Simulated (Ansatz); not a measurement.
Consider the isomerisation: `C=C(O)C(=N)F` → `N=C(O)C=CF`.

Calculated with Ansatz (gas phase, PBE0-D4/def2-TZVP geometries, no zero-point term in ΔE). CBS: MP2 limit from def2 TZ/QZ plus the TZ coupled-cluster correction, frozen cores. Functionals use def2-TZVPP. B3LYP here is the variant with VWN-RPA as its local correlation; programs differ in this. Each species was taken in one conformer, which may not be the lowest.

`C=C(O)C(=N)F`:

Cartesian coordinates in Å:
```
C -0.304 -1.134 0.801
C 0.076 -0.415 -0.252
O 0.474 -0.902 -1.448
C 0.096 1.065 -0.204
N -0.220 1.744 0.794
F 0.496 1.610 -1.362
H -0.602 -0.629 1.707
H -0.321 -2.217 0.771
H 0.440 -1.863 -1.418
H -0.135 2.741 0.610
```

`N=C(O)C=CF`:

Z-matrix (Å, degrees):
```
C
O 1 1.349
C 1 1.468 2 110.2
N 1 1.265 2 119.5 3 -180.0
H 2 0.967 1 105.7 3 180.0
C 3 1.324 1 126.9 2 178.9
H 3 1.083 1 116.7 2 -1.0
H 4 1.012 1 112.0 2 180.0
F 6 1.331 3 123.5 1 0.1
H 6 1.083 3 124.4 1 -179.9
```

```json
{"level": "r2SCAN-D4", "ΔE (kJ/mol)": "-13.4", "difference from CCSD(T)/CBS": "2.4"}
{"level": "PBE0-D4", "ΔE (kJ/mol)": "-15.4", "difference from CCSD(T)/CBS": "0.4"}
{"level": "B3LYP-D4", "ΔE (kJ/mol)": "-15.7", "difference from CCSD(T)/CBS": "0.1"}
{"level": "ωB97X-V", "ΔE (kJ/mol)": "-14.9", "difference from CCSD(T)/CBS": "0.9"}
{"level": "ωB97M-V", "ΔE (kJ/mol)": "-14.2", "difference from CCSD(T)/CBS": "1.6"}
{"level": "B2PLYP", "ΔE (kJ/mol)": "-15.9", "difference from CCSD(T)/CBS": "-0.1"}
{"level": "PBE", "ΔE (kJ/mol)": "-14.9", "difference from CCSD(T)/CBS": "0.9"}
{"level": "r2SCAN", "ΔE (kJ/mol)": "-13.5", "difference from CCSD(T)/CBS": "2.3"}
{"level": "PBE0", "ΔE (kJ/mol)": "-15.6", "difference from CCSD(T)/CBS": "0.2"}
{"level": "B3LYP", "ΔE (kJ/mol)": "-16.1", "difference from CCSD(T)/CBS": "-0.3"}
{"level": "MP2/def2-TZVPP", "ΔE (kJ/mol)": "-15.4", "difference from CCSD(T)/CBS": "0.4"}
{"level": "SCS-MP2/def2-TZVPP", "ΔE (kJ/mol)": "-15.2", "difference from CCSD(T)/CBS": "0.6"}
{"level": "CCSD/def2-TZVPP", "ΔE (kJ/mol)": "-15.0", "difference from CCSD(T)/CBS": "0.8"}
{"level": "CCSD(T)/def2-TZVPP", "ΔE (kJ/mol)": "-14.4", "difference from CCSD(T)/CBS": "1.4"}
{"level": "HF/def2-QZVPP", "ΔE (kJ/mol)": "-19.1", "difference from CCSD(T)/CBS": "-3.3"}
{"level": "MP2/CBS(def2)", "ΔE (kJ/mol)": "-16.8", "difference from CCSD(T)/CBS": "-1.0"}
{"level": "CCSD(T)/CBS", "ΔE (kJ/mol)": "-15.8", "difference from CCSD(T)/CBS": "0"}
```

Largest T1 diagnostic among the species: 0.014.

In def2-TZVPP, CCSD(T) changes the Hartree–Fock value by +4.0 kJ/mol (the triples alone add +0.6 kJ/mol) and MP2 by +3.1 kJ/mol.

CCSD(T)/CBS has its own doubt, a few kJ/mol and more with outer-core shells, so smaller differences from it don't rank the levels.
